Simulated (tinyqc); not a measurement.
UHF in the sto-3g basis, for BH, spin multiplicity 3, step by step (part 1 of 3). This run ends on a higher stationary point, not on the lowest solution. Computed by tinyqc, a small Python program that keeps every step (integrals from PySCF). Settings: charge = 0, multiplicity = 3, basis = sto-3g, energy threshold = 1e-10, iteration cap = 50, orthogonalisation = symmetric, start = core, DIIS depth = 4, damping = 0.3, method = UHF. Command: `OMP_NUM_THREADS=1 python tinyqc.py 24963 24964 out.jsonl` (the two numbers bound the seeds that draw the settings). One thread of a shared host (Intel(R) Xeon(R) Processor @ 2.60GHz), about 0.1 s of CPU time with the checks. Later iterations appear only in the table of the cycle.

## One-electron integrals

Geometry (angstrom):
```
atom         x         y         z
B     0.000000  0.000000  0.000000
H     0.000000  0.000000  1.938000
```

Basis sto-3g: exponents (1/bohr^2) and contraction coefficients of normalised primitives:
```
element  l (shell)   exponent  coefficient
B            s (1)  48.791113     0.154329
B            s (1)   8.887362     0.535328
B            s (1)   2.405267     0.444635
B            s (2)   2.236956    -0.099967
B            s (2)   0.519821     0.399513
B            s (2)   0.169062     0.700115
B            p (3)   2.236956     0.155916
B            p (3)   0.519821     0.607684
B            p (3)   0.169062     0.391957
H            s (1)   3.425251     0.154329
H            s (1)   0.623914     0.535328
H            s (1)   0.168855     0.444635
```

Overlap, kinetic and nuclear-attraction integrals over the contracted functions; the nuclear repulsion is the sum of Za Zb / Rab.

nuclear repulsion = 1.36526628 hartree

overlap S:
```
           1B 1s     1B 2s    1B 2px    1B 2py    1B 2pz     2H 1s
1B 1s   1.000000  0.269328  0.000000  0.000000  0.000000  0.012484
1B 2s   0.269328  1.000000  0.000000  0.000000  0.000000  0.178788
1B 2px  0.000000  0.000000  1.000000  0.000000  0.000000  0.000000
1B 2py  0.000000  0.000000  0.000000  1.000000  0.000000  0.000000
1B 2pz  0.000000  0.000000  0.000000  0.000000  1.000000  0.226324
2H 1s   0.012484  0.178788  0.000000  0.000000  0.226324  1.000000
```

kinetic energy T (hartree):
```
            1B 1s      1B 2s    1B 2px    1B 2py    1B 2pz      2H 1s
1B 1s   10.826302  -0.047967  0.000000  0.000000  0.000000  -0.004019
1B 2s   -0.047967   0.359168  0.000000  0.000000  0.000000  -0.005273
1B 2px   0.000000   0.000000  1.123881  0.000000  0.000000   0.000000
1B 2py   0.000000   0.000000  0.000000  1.123881  0.000000   0.000000
1B 2pz   0.000000   0.000000  0.000000  0.000000  1.123881   0.024374
2H 1s   -0.004019  -0.005273  0.000000  0.000000  0.024374   0.760032
```

nuclear attraction V (hartree):
```
             1B 1s      1B 2s     1B 2px     1B 2py     1B 2pz      2H 1s
1B 1s   -23.420441  -3.212903   0.000000   0.000000  -0.007006  -0.149352
1B 2s    -3.212903  -4.044336   0.000000   0.000000  -0.070990  -0.526346
1B 2px    0.000000   0.000000  -4.000907   0.000000   0.000000   0.000000
1B 2py    0.000000   0.000000   0.000000  -4.000907   0.000000   0.000000
1B 2pz   -0.007006  -0.070990   0.000000   0.000000  -4.040222  -0.620348
2H 1s    -0.149352  -0.526346   0.000000   0.000000  -0.620348  -2.591173
```

core Hamiltonian H = T + V (hartree):
```
             1B 1s      1B 2s     1B 2px     1B 2py     1B 2pz      2H 1s
1B 1s   -12.594139  -3.260870   0.000000   0.000000  -0.007006  -0.153371
1B 2s    -3.260870  -3.685168   0.000000   0.000000  -0.070990  -0.531620
1B 2px    0.000000   0.000000  -2.877026   0.000000   0.000000   0.000000
1B 2py    0.000000   0.000000   0.000000  -2.877026   0.000000   0.000000
1B 2pz   -0.007006  -0.070990   0.000000   0.000000  -2.916342  -0.595975
2H 1s    -0.153371  -0.531620   0.000000   0.000000  -0.595975  -1.831141
```

## Two-electron integrals

Functions are numbered as in S; the eight-fold symmetry (ij|kl) = (ji|kl) = (kl|ij) leaves the list below.

Two-electron integrals (ij|kl) in chemists' order, unique and non-zero (hartree):
```
(11|11) 2.923513   (21|11) 0.518376   (21|21) 0.109262   (22|11) 0.744229
(22|21) 0.193177   (22|22) 0.544804   (31|31) 0.020264   (32|31) 0.029996
(32|32) 0.120346   (33|11) 0.742491   (33|21) 0.193240   (33|22) 0.544682
(33|33) 0.586773   (41|41) 0.020264   (42|41) 0.029996   (42|42) 0.120346
(43|43) 0.031630   (44|11) 0.742491   (44|21) 0.193240   (44|22) 0.544682
(44|33) 0.523513   (44|44) 0.586773   (51|51) 0.020264   (52|51) 0.029996
(52|52) 0.120346   (53|53) 0.031630   (54|54) 0.031630   (55|11) 0.742491
(55|21) 0.193240   (55|22) 0.544682   (55|33) 0.523513   (55|44) 0.523513
(55|55) 0.586773   (61|11) 0.023867   (61|21) 0.005017   (61|22) 0.008917
(61|33) 0.008882   (61|44) 0.008882   (61|51) 0.000372   (61|52) 0.000687
(61|55) 0.008993   (61|61) 0.000238   (62|11) 0.083492   (62|21) 0.022158
(62|22) 0.072511   (62|33) 0.070295   (62|44) 0.070295   (62|51) 0.002382
(62|52) 0.016714   (62|55) 0.076862   (62|61) 0.001089   (62|62) 0.016448
(63|31) 0.001781   (63|32) 0.009222   (63|53) 0.002840   (63|63) 0.001387
(64|41) 0.001781   (64|42) 0.009222   (64|54) 0.002840   (64|64) 0.001387
(65|11) 0.092315   (65|21) 0.024740   (65|22) 0.084860   (65|33) 0.080838
(65|44) 0.080838   (65|51) 0.003856   (65|52) 0.025811   (65|55) 0.092803
(65|61) 0.001248   (65|62) 0.022086   (65|65) 0.030449   (66|11) 0.272888
(66|21) 0.073479   (66|22) 0.270766   (66|33) 0.259019   (66|44) 0.259019
(66|51) 0.006949   (66|52) 0.067967   (66|55) 0.293923   (66|61) 0.003599
(66|62) 0.089360   (66|65) 0.128870   (66|66) 0.774606
```

## Orthogonalisation

S = U s U^T; symmetric (Loewdin) form X = U s^(-1/2) U^T, so that X^T S X = 1.

eigenvalues of S: 0.650747  0.822173  1.000000  1.000000  1.165419  1.361661

X:
```
            1B 1s      1B 2s    1B 2px    1B 2py     1B 2pz      2H 1s
1B 1s    1.029120  -0.143353  0.000000  0.000000  -0.002679   0.013427
1B 2s   -0.143353   1.042558  0.000000  0.000000   0.016824  -0.097623
1B 2px   0.000000   0.000000  1.000000  0.000000   0.000000   0.000000
1B 2py   0.000000   0.000000  0.000000  1.000000   0.000000   0.000000
1B 2pz  -0.002679   0.016824  0.000000  0.000000   1.020477  -0.119542
2H 1s    0.013427  -0.097623  0.000000  0.000000  -0.119542   1.033620
```

## Starting guess

The start is the orbitals of the core Hamiltonian; D(s) = C_occ C_occ^T for each spin.

D(alpha) at the start:
```
            1B 1s      1B 2s     1B 2px     1B 2py     1B 2pz      2H 1s
1B 1s    1.079177  -0.294572   0.000000   0.000000  -0.005216   0.015463
1B 2s   -0.294572   1.095454   0.000000   0.000000   0.021878  -0.052693
1B 2px   0.000000   0.000000   0.247454  -0.431533   0.000000   0.000000
1B 2py   0.000000   0.000000  -0.431533   0.752546   0.000000   0.000000
1B 2pz  -0.005216   0.021878   0.000000   0.000000   1.027597  -0.071827
2H 1s    0.015463  -0.052693   0.000000   0.000000  -0.071827   0.007413
```

D(beta) at the start:
```
            1B 1s      1B 2s    1B 2px    1B 2py     1B 2pz      2H 1s
1B 1s    1.068579  -0.253095  0.000000  0.000000  -0.100680   0.020104
1B 2s   -0.253095   0.933126  0.000000  0.000000   0.395496  -0.070855
1B 2px   0.000000   0.000000  0.000000  0.000000   0.000000   0.000000
1B 2py   0.000000   0.000000  0.000000  0.000000   0.000000   0.000000
1B 2pz  -0.100680   0.395496  0.000000  0.000000   0.167671  -0.030025
2H 1s    0.020104  -0.070855  0.000000  0.000000  -0.030025   0.005381
```

## Iteration 1: building the Fock matrix

J_ij = sum D_kl (ij|kl) with D = D(alpha) + D(beta), K_ij = sum D_kl (ik|jl) for each spin; F = H + J - K(s); E = tr D H + tr D J / 2 - 0.5 sum_s tr D(s) K(s) + E_nn.

Coulomb J (hartree):
```
           1B 1s     1B 2s     1B 2px     1B 2py    1B 2pz     2H 1s
1B 1s   8.816645  1.800538   0.000000   0.000000  0.019489  0.083522
1B 2s   1.800538  3.656625   0.000000   0.000000  0.085636  0.470417
1B 2px  0.000000  0.000000   3.622973  -0.027298  0.000000  0.000000
1B 2py  0.000000  0.000000  -0.027298   3.654925  0.000000  0.000000
1B 2pz  0.019489  0.085636   0.000000   0.000000  3.679325  0.545885
2H 1s   0.083522  0.470417   0.000000   0.000000  0.545885  1.682319
```

exchange K(alpha) (hartree):
```
           1B 1s     1B 2s     1B 2px     1B 2py    1B 2pz     2H 1s
1B 1s   3.010525  0.579961   0.000000   0.000000  0.000085  0.029542
1B 2s   0.579961  0.835689   0.000000   0.000000  0.001241  0.093740
1B 2px  0.000000  0.000000   0.336219  -0.239562  0.000000  0.000000
1B 2py  0.000000  0.000000  -0.239562   0.616618  0.000000  0.000000
1B 2pz  0.000085  0.001241   0.000000   0.000000  0.754918  0.091227
2H 1s   0.029542  0.093740   0.000000   0.000000  0.091227  0.029185
```

exchange K(beta) (hartree):
```
           1B 1s     1B 2s    1B 2px    1B 2py    1B 2pz     2H 1s
1B 1s   2.967187  0.522691  0.000000  0.000000  0.011177  0.025801
1B 2s   0.522691  0.537220  0.000000  0.000000  0.230925  0.086024
1B 2px  0.000000  0.000000  0.122672  0.000000  0.000000  0.000000
1B 2py  0.000000  0.000000  0.000000  0.122672  0.000000  0.000000
1B 2pz  0.011177  0.230925  0.000000  0.000000  0.208240  0.054828
2H 1s   0.025801  0.086024  0.000000  0.000000  0.054828  0.021286
```

F(alpha) (hartree):
```
            1B 1s      1B 2s    1B 2px    1B 2py     1B 2pz      2H 1s
1B 1s   -6.788019  -2.040293  0.000000  0.000000   0.012397  -0.099391
1B 2s   -2.040293  -0.864232  0.000000  0.000000   0.013405  -0.154943
1B 2px   0.000000   0.000000  0.409728  0.212264   0.000000   0.000000
1B 2py   0.000000   0.000000  0.212264  0.161281   0.000000   0.000000
1B 2pz   0.012397   0.013405  0.000000  0.000000   0.008066  -0.141317
2H 1s   -0.099391  -0.154943  0.000000  0.000000  -0.141317  -0.178007
```

F(beta) (hartree):
```
            1B 1s      1B 2s     1B 2px     1B 2py     1B 2pz      2H 1s
1B 1s   -6.744682  -1.983023   0.000000   0.000000   0.001305  -0.095650
1B 2s   -1.983023  -0.565763   0.000000   0.000000  -0.216278  -0.147227
1B 2px   0.000000   0.000000   0.623274  -0.027298   0.000000   0.000000
1B 2py   0.000000   0.000000  -0.027298   0.655226   0.000000   0.000000
1B 2pz   0.001305  -0.216278   0.000000   0.000000   0.554744  -0.104917
2H 1s   -0.095650  -0.147227   0.000000   0.000000  -0.104917  -0.170107
```

total energy of this density = -24.10080726 hartree

This density is the starting one.

## Iteration 1: diagonalisation and new density

Diagonalise F' = X^T F X, C = X C', fill 4 alpha and 2 beta electrons from the bottom; D(s) = C_occ C_occ^T; the new density keeps 0.3 of the old one (damping). Each column has its largest component positive (the first on a tie).

F' = X^T F X (alpha) (hartree):
```
           1          2         3         4          5          6
1  -6.607103  -1.094256  0.000000  0.000000   0.003572   0.017294
2  -1.094256  -0.441054  0.000000  0.000000   0.035565  -0.097315
3   0.000000   0.000000  0.409728  0.212264   0.000000   0.000000
4   0.000000   0.000000  0.212264  0.161281   0.000000   0.000000
5   0.003572   0.035565  0.000000  0.000000   0.041177  -0.134655
6   0.017294  -0.097315  0.000000  0.000000  -0.134655  -0.130467
```

orbital energies (alpha) (hartree): MO1 -6.795550, MO2 -0.312274, MO3 -0.161023, MO4 0.039562, MO5 0.131399, MO6 0.531446

coefficients C (alpha):
```
              MO1        MO2        MO3        MO4        MO5       MO6
1B 1s    0.989865  -0.254732   0.172580   0.000000  -0.072949  0.000000
1B 2s    0.035646   0.821008  -0.602935   0.000000   0.280065  0.000000
1B 2px   0.000000   0.000000   0.000000  -0.497447   0.000000  0.867494
1B 2py   0.000000   0.000000   0.000000   0.867494   0.000000  0.497447
1B 2pz  -0.001201   0.078277   0.455319   0.000000   0.917883  0.000000
2H 1s   -0.003280   0.466059   0.677447   0.000000  -0.645147  0.000000
```

F' = X^T F X (beta) (hartree):
```
           1          2          3          4          5          6
1  -6.572008  -1.081820   0.000000   0.000000   0.024384   0.016528
2  -1.081820  -0.142227   0.000000   0.000000  -0.197416  -0.090371
3   0.000000   0.000000   0.623274  -0.027298   0.000000   0.000000
4   0.000000   0.000000  -0.027298   0.655226   0.000000   0.000000
5   0.024384  -0.197416   0.000000   0.000000   0.593930  -0.140475
6   0.016528  -0.090371   0.000000   0.000000  -0.140475  -0.127287
```

orbital energies (beta) (hartree): MO1 -6.749155, MO2 -0.225913, MO3 0.055606, MO4 0.607621, MO5 0.670880, MO6 0.671869

coefficients C (beta):
```
              MO1        MO2        MO3       MO4        MO5        MO6
1B 1s    0.992416  -0.140998  -0.262037  0.000000   0.000000   0.079951
1B 2s    0.027066   0.440685   0.923811  0.000000   0.000000  -0.262545
1B 2px   0.000000   0.000000   0.000000  0.867494  -0.497447   0.000000
1B 2py   0.000000   0.000000   0.000000  0.497447   0.867494   0.000000
1B 2pz   0.001188   0.175981   0.245757  0.000000   0.000000   0.982134
2H 1s   -0.002897   0.778728  -0.659354  0.000000   0.000000  -0.226269
```

D(alpha) after iteration 1:
```
            1B 1s      1B 2s     1B 2px     1B 2py     1B 2pz      2H 1s
1B 1s    1.075906  -0.282907   0.000000   0.000000   0.038651   0.001102
1B 2s   -0.282907   1.055835   0.000000   0.000000  -0.140650  -0.033962
1B 2px   0.000000   0.000000   0.247454  -0.431533   0.000000   0.000000
1B 2py   0.000000   0.000000  -0.431533   0.752546   0.000000   0.000000
1B 2pz   0.038651  -0.140650   0.000000   0.000000   0.457690   0.219910
2H 1s    0.001102  -0.033962   0.000000   0.000000   0.219910   0.475533
```

D(beta) after iteration 1:
```
            1B 1s      1B 2s    1B 2px    1B 2py     1B 2pz      2H 1s
1B 1s    1.023913  -0.100621  0.000000  0.000000  -0.046747  -0.072841
1B 2s   -0.100621   0.416393  0.000000  0.000000   0.172958   0.218910
1B 2px   0.000000   0.000000  0.000000  0.000000   0.000000   0.000000
1B 2py   0.000000   0.000000  0.000000  0.000000   0.000000   0.000000
1B 2pz  -0.046747   0.172958  0.000000  0.000000   0.071981   0.086919
2H 1s   -0.072841   0.218910  0.000000  0.000000   0.086919   0.426112
```

## Iteration 2: building the Fock matrix

As before.

Coulomb J (hartree):
```
           1B 1s     1B 2s     1B 2px     1B 2py    1B 2pz     2H 1s
1B 1s   8.302824  1.673591   0.000000   0.000000  0.011069  0.077461
1B 2s   1.673591  3.371581   0.000000   0.000000  0.090495  0.477175
1B 2px  0.000000  0.000000   3.337102  -0.027298  0.000000  0.000000
1B 2py  0.000000  0.000000  -0.027298   3.369054  0.000000  0.000000
1B 2pz  0.011069  0.090495   0.000000   0.000000  3.396181  0.574269
2H 1s   0.077461  0.477175   0.000000   0.000000  0.574269  2.144303
```

exchange K(alpha) (hartree):
```
           1B 1s      1B 2s     1B 2px     1B 2py     1B 2pz     2H 1s
1B 1s   2.997010   0.564189   0.000000   0.000000   0.000741  0.028630
1B 2s   0.564189   0.769199   0.000000   0.000000  -0.055246  0.133522
1B 2px  0.000000   0.000000   0.316659  -0.239562   0.000000  0.000000
1B 2py  0.000000   0.000000  -0.239562   0.597058   0.000000  0.000000
1B 2pz  0.000741  -0.055246   0.000000   0.000000   0.485636  0.178114
2H 1s   0.028630   0.133522   0.000000   0.000000   0.178114  0.445180
```

exchange K(beta) (hartree):
```
           1B 1s     1B 2s    1B 2px    1B 2py    1B 2pz     2H 1s
1B 1s   2.934944  0.528576  0.000000  0.000000  0.003417  0.024069
1B 2s   0.528576  0.346947  0.000000  0.000000  0.143181  0.153788
1B 2px  0.000000  0.000000  0.071962  0.000000  0.000000  0.000000
1B 2py  0.000000  0.000000  0.000000  0.071962  0.000000  0.000000
1B 2pz  0.003417  0.143181  0.000000  0.000000  0.146905  0.133092
2H 1s   0.024069  0.153788  0.000000  0.000000  0.133092  0.407658
```

F(alpha) (hartree):
```
            1B 1s      1B 2s    1B 2px     1B 2py     1B 2pz      2H 1s
1B 1s   -7.288325  -2.151468  0.000000   0.000000   0.003322  -0.104539
1B 2s   -2.151468  -1.082786  0.000000   0.000000   0.074751  -0.187967
1B 2px   0.000000   0.000000  0.143417   0.212264   0.000000   0.000000
1B 2py   0.000000   0.000000  0.212264  -0.105030   0.000000   0.000000
1B 2pz   0.003322   0.074751  0.000000   0.000000  -0.005796  -0.199819
2H 1s   -0.104539  -0.187967  0.000000   0.000000  -0.199819  -0.132018
```

F(beta) (hartree):
```
            1B 1s      1B 2s     1B 2px     1B 2py     1B 2pz      2H 1s
1B 1s   -7.226259  -2.115856   0.000000   0.000000   0.000646  -0.099979
1B 2s   -2.115856  -0.660534   0.000000   0.000000  -0.123676  -0.208232
1B 2px   0.000000   0.000000   0.388114  -0.027298   0.000000   0.000000
1B 2py   0.000000   0.000000  -0.027298   0.420066   0.000000   0.000000
1B 2pz   0.000646  -0.123676   0.000000   0.000000   0.332935  -0.154797
2H 1s   -0.099979  -0.208232   0.000000   0.000000  -0.154797  -0.094496
```

total energy of this density = -24.41167525 hartree

This density is a damped mixture and is not idempotent.

## Iteration 2: DIIS over 2 matrices

error matrix X^T (FDS - SDF) X (alpha):
```
           1          2         3         4          5          6
1   0.000000   0.000173  0.000000  0.000000   0.001539  -0.010524
2  -0.000173   0.000000  0.000000  0.000000  -0.011290   0.030523
3   0.000000   0.000000  0.000000  0.000000   0.000000   0.000000
4   0.000000   0.000000  0.000000  0.000000   0.000000   0.000000
5  -0.001539   0.011290  0.000000  0.000000   0.000000   0.024369
6   0.010524  -0.030523  0.000000  0.000000  -0.024369   0.000000
```

B (overlaps of the stored error matrices):
```
               1              2
1  1.3575966e-01  2.7104047e-02
2  2.7104047e-02  7.1009829e-03
```

Minimise |sum c_i e_i|^2 with sum c_i = 1: solve [B -1; -1 0][c; lambda] = [0; -1] with B_ij = tr e_i^T e_j summed over both spins, and take F = sum c_i F_i.

DIIS coefficients: -0.225634  1.225634

extrapolated F(alpha) (hartree):
```
            1B 1s      1B 2s    1B 2px     1B 2py     1B 2pz      2H 1s
1B 1s   -7.401212  -2.176553  0.000000   0.000000   0.001275  -0.105701
1B 2s   -2.176553  -1.132099  0.000000   0.000000   0.088593  -0.195418
1B 2px   0.000000   0.000000  0.083328   0.212264   0.000000   0.000000
1B 2py   0.000000   0.000000  0.212264  -0.165119   0.000000   0.000000
1B 2pz   0.001275   0.088593  0.000000   0.000000  -0.008924  -0.213020
2H 1s   -0.105701  -0.195418  0.000000   0.000000  -0.213020  -0.121641
```

extrapolated F(beta) (hartree):
```
            1B 1s      1B 2s     1B 2px     1B 2py     1B 2pz      2H 1s
1B 1s   -7.334919  -2.145827   0.000000   0.000000   0.000497  -0.100956
1B 2s   -2.145827  -0.681918   0.000000   0.000000  -0.102781  -0.221997
1B 2px   0.000000   0.000000   0.335054  -0.027298   0.000000   0.000000
1B 2py   0.000000   0.000000  -0.027298   0.367005   0.000000   0.000000
1B 2pz   0.000497  -0.102781   0.000000   0.000000   0.282887  -0.166052
2H 1s   -0.100956  -0.221997   0.000000   0.000000  -0.166052  -0.077436
```
